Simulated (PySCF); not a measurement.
Compound: C3H5FO.
SMILES: `C[C@H](F)C=O`

Computed, not measured: EOM-IP-CCSD/aug-cc-pVDZ in PySCF, restricted Hartree–Fock reference, 5 core orbitals frozen, non-relativistic, gas phase, PBE0-D3(BJ)/def2-SVP geometry.

Hartree–Fock orbital energies give these Koopmans values (eV): HOMO 11.79, HOMO-1 13.78, HOMO-2 14.91, HOMO-3 15.24, HOMO-4 15.64, HOMO-5 16.59, HOMO-6 17.67, HOMO-7 19.03.

**Question.** What vertical ionisation energies does EOM-IP-CCSD give?

**Answer.** 
| leading hole (HF orbital) | Koopmans (eV) | EOM-IP-CCSD (eV) | change (eV) | one-hole share |
| --- | --- | --- | --- | --- |
| HOMO | 11.79 | 10.27 | -1.52 | 0.95 |
| HOMO-1 | 13.78 | 12.65 | -1.13 | 0.95 |
| HOMO-2 | 14.91 | 13.66 | -1.25 | 0.95 |
| HOMO-3 | 15.24 | 14.11 | -1.13 | 0.95 |
| HOMO-4 | 15.64 | 14.56 | -1.08 | 0.95 |
| HOMO-5 | 16.59 | 14.82 | -1.77 | 0.95 |
| HOMO-6 | 17.67 | 15.68 | -1.99 | 0.94 |
| HOMO-7 | 19.03 | 16.64 | -2.39 | 0.94 |

**Question.** Does the order of the lines follow the orbital energies?

**Answer.** Yes, no two lines change places. The corrections run from -2.39 to -1.08 eV, with a mean of -1.53 eV over the 8 lines; no line lies above its Koopmans value. Koopmans values leave out both the relaxation of the orbitals and the change in correlation energy.

**Question.** At what kinetic energies would He I light (21.22 eV) eject these electrons?

**Answer.** 10.95 eV (HOMO), 8.57 eV (HOMO-1), 7.56 eV (HOMO-2), 7.11 eV (HOMO-3), 6.66 eV (HOMO-4), 6.40 eV (HOMO-5), 5.54 eV (HOMO-6), 4.58 eV (HOMO-7).

One root was sought for each valence orbital with −ε under 21 eV, eight at most, so deeper holes and satellites are missing; no vibrational structure.

Conformer computed: `[CH3:1][C@H:2]([F:3])[CH:4]=[O:5]`: C1–C2–C4–O5 -47°.

One conformer stands for the species.
